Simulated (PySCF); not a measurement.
Species: C₅H₇Cl.
Structure used (PBE0-D3(BJ)/def2-SVP), in Å, numbered top down from 1:
```
atom  x, y, z in Å
C1     2.7754   -0.2096    0.2367
C2     1.4703   -0.4941    0.3624
Cl3    1.0116   -1.8123    1.4105
C4     0.4246    0.2438   -0.3353
C5    -0.9152    0.1184   -0.3298
C6    -1.7969   -0.8405    0.4097
H7     3.0882    0.6099   -0.4136
H8     3.5389   -0.7771    0.7691
H9     0.8394    1.0353   -0.9680
H10   -1.4373    0.8367   -0.9711
H11   -2.8533   -0.6385    0.1874
H12   -1.5849   -1.8856    0.1376
H13   -1.6569   -0.7715    1.4989
```

Level of theory: core-valence-separated Tamm–Dancoff BHandHLYP/aug-pcX-1 (pcseg-1 on H, def2-SVPD on Cl) in PySCF, non-relativistic, gas phase, PBE0-D3(BJ)/def2-SVP geometry. No empirical shift is added; at this level the pattern usually sits a few eV under experiment.

(1) List the carbon K-edge absorption lines.

Results:

(1) 
```tsv
E (eV)	f	core hole on	main final orbital	polarisation
282.29	0.0550	C1	LUMO (79 %)	normal to the local trigonal plane
282.41	0.0618	C5	LUMO (72 %)	normal to the local trigonal plane
282.94	0.0463	C4	LUMO (71 %)	normal to the local trigonal plane
284.05	0.0593	C2	LUMO (74 %)	normal to the local trigonal plane
284.64	0.0006	C6	LUMO (87 %)	–
285.58	0.0090	C6	LUMO+2 (42 %)	–
285.68	0.0580	C2	spread	in the local trigonal plane
285.94	0.0140	C4	LUMO+1 (65 %)	in the local trigonal plane
285.99	0.0143	C1	LUMO+1 (45 %)	in the local trigonal plane
286.00	0.0229	C5	LUMO+1 (56 %)	in the local trigonal plane
286.17	0.0186	C1	LUMO+4 (48 %)	in the local trigonal plane
286.17	0.0242	C6	LUMO+3 (44 %)	–
286.23	0.0151	C4	spread	normal to the local trigonal plane
286.51	0.0276	C6	LUMO+5 (45 %)	–
286.91	0.0038	C6	LUMO+1 (37 %)	–
287.19	0.0059	C4	spread	in the local trigonal plane
287.25	0.0024	C6	spread	–
287.31	0.0029	C1	LUMO+5 (78 %)	normal to the local trigonal plane
287.34	0.0022	C5	LUMO+2 (46 %)	in the local trigonal plane
287.40	0.0062	C1	LUMO+3 (45 %)	in the local trigonal plane
287.45	0.0020	C4	LUMO+2 (67 %)	in the local trigonal plane
287.49	0.0034	C5	LUMO+5 (65 %)	normal to the local trigonal plane
```

The first line with a tenth or more of the strongest one's intensity is at 282.29 eV (f = 0.055), with the hole on C1 (terminal =CH2 carbon), polarised normal to the local trigonal plane: a 1s→π* resonance. The strongest listed is at 282.41 eV (f = 0.062; C5, 1s→π*).

Roots within 0.03 eV whose holes lie on the same, on equivalent or on shared atoms are summed into one line, and the highest roots are left out, as the search may have cut off their partners. Final orbitals are the ground state's empty Kohn–Sham orbitals. A dash: too weak, shared between unlike atoms, or no plane or axis to refer to.

**Question.** What length of transition dipole belongs to the line at 282.94 eV?

**Answer.** From f = (2/3) ΔE |μ|² in atomic units, with ΔE = 10.398 Eh and f = 0.0463: |μ| = 0.082 au = 0.21 D.

Only the lowest roots of each edge were sought.

Rough CPU time on one thread of a shared machine: about 29 s.

One conformer stands for the species.
